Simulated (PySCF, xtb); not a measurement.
CHN. Atoms are numbered in the order given.

```xyz
3

C      0.0000     0.0000    -0.4968
N      0.0000     0.0000     0.6492
H      0.0000     0.0000    -1.5636
```
Charge 0, spin multiplicity 1.

Geometry: B3LYP-D3(BJ)/def2-TZVPD.

Level of theory: C-PCM-B3LYP/def2-TZVPD run with PySCF.

The values are the electrostatic part of the solvation free energy, E(continuum) − E(gas) at the gas-phase geometry, in a cavity of scaled van der Waals radii (PySCF's table); cavitation and dispersion terms are not included. In vacuum the orbital gap is 10.00 eV. The dipole moment in vacuum is 3.04 D.

```
solvent                ε  ΔG(elec) (kcal/mol)  dipole (D)  gap (eV)
-----------------  -----  -------------------  ----------  --------
water              78.36                 -5.9        3.87     10.20
acetone            20.49                 -5.7        3.83     10.20
dimethylsulfoxide  46.83                 -5.9        3.86     10.20
```

For comparison, GFN2-xTB/ALPB(water) (xtb, at the GFN2-xTB geometry, all terms of that model) gives -4.3 kcal/mol.
